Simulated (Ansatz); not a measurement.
# CH₄S (singlet): from Hartree-Fock to the top rungs, 6-31G

How much of the correlation energy of CH₄S (singlet) does each wave-function method recover here?

Program: Ansatz 0.2.0, Gaussian basis. Level of theory: 6-31G, core rule «outside noble gas», up to 6 orbitals frozen. These are calculated values, not measurements.

The runs, in order: UHF; CCSD(T) on RHF; BCCD(T) on RHF; CISD; CCSDT(Q) on RHF; CISDTQ; CCSDTQ on RHF; CASSCF and MRCISD+Q, 14 electrons in 12 orbitals; CASSCF and NEVPT4(SD), 14 electrons in 12 orbitals; CASSCF and NEVPT2, 14 electrons in 12 orbitals.

18 further runs of the same task are left out: 1 that didn't finish, 17 set aside as unsound or not needed.

## 1. The system

The geometry is an MP2(full)/6-31G* stationary point (not a proven minimum).

6 atoms, charge 0, spin multiplicity 1.

Atoms are counted from 1 here; the program's logs count them from 0.

Bond lengths: C1–S2 1.814 Å, C1–H4 1.090 Å, C1–H5 1.090 Å, C1–H6 1.090 Å, S2–H3 1.340 Å. Angles: S2–C1–H4 106.6°, S2–C1–H5 111.6°, S2–C1–H6 111.6°, H4–C1–H5 108.5°, H4–C1–H6 108.5°, H5–C1–H6 109.9°, C1–S2–H3 96.8°.

## 2. UHF

The input, in.yaml:

```yaml
crystal:
  periodic: [false, false, false]
  atoms:
    - {symbol: C, position_ang: [-0.026122, 1.227299, 0.000000]}
    - {symbol: S, position_ang: [-0.026122, -0.587076, 0.000000]}
    - {symbol: H, position_ang: [1.304907, -0.745469, 0.000000]}
    - {symbol: H, position_ang: [-1.070770, 1.539208, 0.000000]}
    - {symbol: H, position_ang: [0.454080, 1.628987, 0.892259]}
    - {symbol: H, position_ang: [0.454080, 1.628987, -0.892259]}
basis:
  gaussian: {orbitals: 6-31G}
magnetization: {spin_polarized: true, initial_magnetization: 0}
hamiltonian: {xc: hf}
output: {orbitals: {seedname: orbitals}}
```

The run is started by

```sh
$ ansatz run in.yaml --threads 1 --pin off --events-out ev --progress --plain --max-ram 3956MiB --backend cpu
```

After this run come: CCSD(T) on RHF; BCCD(T) on RHF; CISD; CCSDT(Q) on RHF; CISDTQ; CCSDTQ on RHF; CASSCF and MRCISD+Q, 14 electrons in 12 orbitals; CASSCF and NEVPT4(SD), 14 electrons in 12 orbitals; CASSCF and NEVPT2, 14 electrons in 12 orbitals.

Before running them: what should the planned runs give, taken together? Wanted: RCCSDTQ below the RHF energy; RMP2 from RCCSDTQ; RCCSD from RCCSDTQ; RCCSD(T) from RCCSDTQ; RCCSDT(Q) from RCCSDTQ; NEVPT2 valence from RCCSDTQ; NEVPT4(SD) valence from RCCSDTQ; MRCISD+Q valence from RCCSDTQ; T1 diagnostic.

**Answer**, as computed:

| quantity | value |
| --- | --- |
| RCCSDTQ below the RHF energy | -4.8602 eV |
| RMP2 from RCCSDTQ | +825.7 meV |
| RCCSD from RCCSDTQ | +95.9 meV |
| RCCSD(T) from RCCSDTQ | +14.8 meV |
| RCCSDT(Q) from RCCSDTQ | 0.0 meV |
| NEVPT2 valence from RCCSDTQ | +433.8 meV |
| NEVPT4(SD) valence from RCCSDTQ | +62.3 meV |
| MRCISD+Q valence from RCCSDTQ | +14.8 meV |
| levels within 1 kcal/mol (43 meV) | RCCSD(T), BCCD(T), RCCSDT, CISDTQ, RCCSDT(Q), MRCISD+Q valence |
| T1 diagnostic | 0.007 |
| effectively unpaired electrons | 0.03 |

**Reading.** RCCSD(T) lands +14.8 meV from the yardstick (0.3 % of the correlation energy). One determinant dominates. Of the multireference levels listed MRCISD+Q valence comes nearest in total energy (+14.8 meV), which doesn't show that its space is the better one. These misses are within one basis, not against nature.
